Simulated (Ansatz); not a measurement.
**H2O (singlet): from Hartree-Fock to the top rungs at distance O1–H2 = 0.765 Å, cc-pVDZ**

Aim: climb from Hartree-Fock through coupled cluster and multireference methods for H2O (singlet) at one geometry and basis, and see what each rung misses.

Computed with Ansatz 0.2.0, Gaussian basis. Level: cc-pVDZ, core rule «outside noble gas», up to 1 orbitals frozen.

The runs, in order: UHF; CCSD(T) on RHF; BCCD(T) on RHF; CISD; CCSDT(Q) on RHF; CCSDTQ on RHF; CASSCF and MRCISD+Q, 2 electrons in 2 orbitals; CASSCF and NEVPT2, 2 electrons in 2 orbitals; CASSCF and MRCISD+Q, 8 electrons in 6 orbitals; CASSCF and NEVPT2, 8 electrons in 6 orbitals; Full CI.

**1. What is computed**

The geometry derives from a PBE0/def2-TZVP stationary point (not a proven minimum). One bond is set to the value named and the two fragments are kept rigid.

3 atoms, charge 0, spin multiplicity 1.

Atoms are counted from 1 here; the program's logs count them from 0.

Bond lengths: O1–H2 0.765 Å, O1–H3 0.960 Å. Angles: H2–O1–H3 105.1°.

As a file:

```xyz
3
H2O
O     0.0000   -0.0587   -0.0086
H     0.0000    0.4067   -0.6158
H     0.0000    0.5250    0.7529
```

**2. UHF**

in.yaml reads:

```yaml
crystal:
  periodic: [false, false, false]
  atoms:
    - {symbol: O, position_ang: [0.000000, -0.058697, -0.008638]}
    - {symbol: H, position_ang: [0.000000, 0.406689, -0.615796]}
    - {symbol: H, position_ang: [0.000000, 0.525031, 0.752912]}
basis:
  gaussian: {orbitals: cc-pVDZ}
magnetization: {spin_polarized: true, initial_magnetization: 0}
hamiltonian: {xc: hf}
output: {orbitals: {seedname: orbitals}}
```

The run is started by

```bash
ansatz run in.yaml --threads 1 --pin off --events-out ev --progress --plain --max-ram 2816MiB --backend cpu
```

After this run come: CCSD(T) on RHF; BCCD(T) on RHF; CISD; CCSDT(Q) on RHF; CCSDTQ on RHF; CASSCF and MRCISD+Q, 2 electrons in 2 orbitals; CASSCF and NEVPT2, 2 electrons in 2 orbitals; CASSCF and MRCISD+Q, 8 electrons in 6 orbitals; CASSCF and NEVPT2, 8 electrons in 6 orbitals; Full CI.

**Question.** What will the summary of the whole plan be? Wanted: FCI below the RHF energy; RMP2 from FCI; RCCSD from FCI; RCCSD(T) from FCI; RCCSDT(Q) from FCI; NEVPT2 pair from FCI; MRCISD+Q pair from FCI; NEVPT2 valence from FCI; T1 diagnostic.

As calculated:

```
                         quantity                                                                           value
         FCI below the RHF energy                                                                      -5.6483 eV
                    RMP2 from FCI                                                                      +349.2 meV
                   RCCSD from FCI                                                                       +86.6 meV
                RCCSD(T) from FCI                                                                       +14.0 meV
               RCCSDT(Q) from FCI                                                                        -0.2 meV
             NEVPT2 pair from FCI                                                                      +322.8 meV
           MRCISD+Q pair from FCI                                                                       +21.7 meV
          NEVPT2 valence from FCI                                                                      +646.4 meV
levels within 1 kcal/mol (43 meV)  RCCSD(T), BCCD(T), RCCSDT, RCCSDT(Q), RCCSDTQ, MRCISD+Q pair, MRCISD+Q valence
                    T1 diagnostic                                                                           0.005
   effectively unpaired electrons                                                                            0.02
```

In words: RCCSD(T) lands +14.0 meV from the yardstick (0.2 % of the correlation energy). One determinant dominates. Of the multireference levels listed MRCISD+Q valence comes nearest in total energy (+3.7 meV), which doesn't show that its space is the better one. These misses are within one basis, not against nature.
